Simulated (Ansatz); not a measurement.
Cost and result for the atomization energy of C4H3FS (`C=C1C=C(F)S1`) (9 atoms, 9 bonds).

```xyz
9

C    -0.7751    1.5375    0.2182
C    -0.2792    0.3124    0.1855
C     0.6935   -0.4187   -0.6186
C     0.5583   -1.5733    0.0489
F     1.1121   -2.7479   -0.0732
S    -0.6528   -1.1061    1.2462
H    -1.5174    1.8328    0.9478
H    -0.4408    2.2795   -0.4976
H     1.3016   -0.1161   -1.4573
```

Total charge 0; spin multiplicity 1. Geometry: relaxed with PBE0-D4/def2-TZVP. Program: Ansatz. All runs use 4 threads of an Arm Neoverse V2 on a shared host. Times are those of one run each, without the atoms' runs, and a repeat can differ threefold. Electronic energies, without spin–orbit coupling; frozen cores. CCSD(T)/CBS adds CCSD(T) − MP2 in def2-TZVPP to the MP2 limit, and its time is that of the two runs behind it. T1 = 0.014; the RHF reference is unstable towards UHF. B3LYP takes the VWN-RPA correlation (the form of Gaussian; ORCA's B3LYP/G).

CCSD(T)/CBS is a level of theory with its own doubt, some kJ/mol a heavy atom from the limit and from the frozen cores, so smaller differences don't rank the functionals.

| level | functions | wall time | atomization (kcal/mol) | difference from CCSD(T)/CBS | per bond |
| --- | --- | --- | --- | --- | --- |
| PBE-D4/def2-TZVPP (with forces) | 239 | 2.1 s | 980.4 | 51.7 | 5.7 |
| PBE0-D4/def2-TZVPP | 239 | 2.4 s | 950.2 | 21.5 | 2.4 |
| B3LYP-D4/def2-TZVPP (with forces) | 239 | 3.8 s | 930.7 | 2.0 | 0.2 |
| r2SCAN-D4/def2-TZVPP (with forces) | 239 | 3.9 s | 941.8 | 13.1 | 1.5 |
| B2PLYP/def2-TZVPP | 239 | 4.8 s | 922.2 | -6.5 | -0.7 |
| ωB97X-V/def2-TZVPP | 239 | 6 s | 932.9 | 4.2 | 0.5 |
| ωB97M-V/def2-TZVPP (with forces) | 239 | 8.5 s | 936.1 | 7.4 | 0.8 |
| MP2/def2-QZVPP | 445 | 17 s | 951.4 | 22.7 | 2.5 |
| CCSD(T)/def2-TZVPP | 239 | 120 s | 902.0 | -26.7 | -3.0 |
| CCSD(T)/CBS(def2) | – | 2.2 min | 928.7 | 0.0 | 0.0 |

In def2-TZVPP, CCSD(T) changes the Hartree–Fock value by +256.2 kcal/mol (the triples alone add +23.1 kcal/mol) and MP2 by +289.8 kcal/mol; breaking electron pairs costs correlation energy, which Hartree–Fock lacks. From PBE to PBE0 (25 % exact exchange), in def2-TZVPP and without D4, the atomization energy moves by −29.4 kcal/mol: exact exchange takes away binding that semilocal exchange gives to molecules. The D4 term adds +8.7 kcal/mol with B3LYP and +4.5 kcal/mol with PBE0; it sums over pairs of atoms, weighted by their polarisabilities, and B3LYP, whose exchange is more repulsive, gets the larger term.
